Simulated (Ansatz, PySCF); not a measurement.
Process, species as SMILES: [NH2] (NH2) → [NH2-] (an electron is taken up)
Structures are relaxed separately at B3LYP-D3(BJ)/def2-TZVP in Ansatz (a program for electronic structure).
Geometry of the first species:
```
N
H 1 1.0284
H 1 1.0284 2 103.25
```
Charge 0, spin multiplicity 2.

Property: adiabatic electron affinity (0 K, with B3LYP-D3(BJ) harmonic zero-point energies from PySCF), positive where the reaction releases energy, in eV. Valence correlation only, unless marked. UHF or UKS for open shells. No spin-orbit coupling. Non-relativistic unless marked X2C. Anions need diffuse functions: aug- sets have them; def2-D sets add few; the other sets have none. Basis-set limits of correlation are two-point, X^-3; Hartree-Fock from the larger set.

```json
[
 {"level": "r2SCAN/def2-TZVPD", "program": "Ansatz", "adiabatic electron affinity (eV)": "0.36"},
 {"level": "MN15/def2-TZVPD", "program": "PySCF", "adiabatic electron affinity (eV)": "0.58"},
 {"level": "MP2/def2-TZVPPD", "program": "Ansatz", "adiabatic electron affinity (eV)": "0.69"},
 {"level": "MP2/CBS(aug-cc-pVTZ,aug-cc-pVQZ)", "program": "Ansatz", "adiabatic electron affinity (eV)": "1.01"},
 {"level": "RI-MP2/def2-QZVPPD", "program": "Ansatz", "adiabatic electron affinity (eV)": "0.83"},
 {"level": "CCSD/STO-3G", "program": "Ansatz", "adiabatic electron affinity (eV)": "-7.00"},
 {"level": "CCSD/cc-pV5Z", "program": "Ansatz", "adiabatic electron affinity (eV)": "0.31"},
 {"level": "CCSD/CBS(aug-cc-pVTZ,aug-cc-pVQZ)", "program": "Ansatz", "adiabatic electron affinity (eV)": "0.58"},
 {"level": "X2C-CCSD(T)/cc-pVTZ-DK", "program": "Ansatz", "adiabatic electron affinity (eV)": "-0.34"},
 {"level": "CCSD(T)/CBS(aug-cc-pVTZ,aug-cc-pVQZ)", "program": "Ansatz", "adiabatic electron affinity (eV)": "0.76"}
]
```
